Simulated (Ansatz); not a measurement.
Process, species as SMILES: Cl (HCl) → HCl+ (doublet, bonded as Cl) + e-
B3LYP-D3(BJ)/def2-TZVP geometries, fixed; electronic energies without zero-point terms.

Effect of the final integration grid (spheres per factor e of radius in core and valence, angular degree) at PBE0/aug-cc-pV(T+d)Z with Ansatz (a quantum-chemistry and plane-wave program), against the last row, where the adiabatic ionisation energy is 12.68 eV. Open shells are unrestricted. The default's grid is 13, 11, 36.

| setting | largest shift of a total energy (mEh) | shift of the adiabatic ionisation energy (eV) |
|---|---|---|
| accuracy: medium (default) | 0.000 | 0.000 |
| final_grid: 4, 3, 11 | -0.229 | -0.004 |
| final_grid: 6, 5, 17 | 0.012 | 0.000 |
| final_grid: 8, 7, 23 | 0.000 | 0.000 |
| final_grid: 10, 9, 29 | 0.000 | 0.000 |
| final_grid: 18, 15, 47 | 0.000 | 0.000 |
| final_grid: 26, 22, 59 | 0.000 | 0.000 |

Within 0.002 eV in the adiabatic ionisation energy: accuracy: medium (default); final_grid: 6, 5, 17; final_grid: 8, 7, 23; final_grid: 10, 9, 29; final_grid: 18, 15, 47. The largest shift is 0.229 mEh in a total energy and 0.004 eV in the difference.
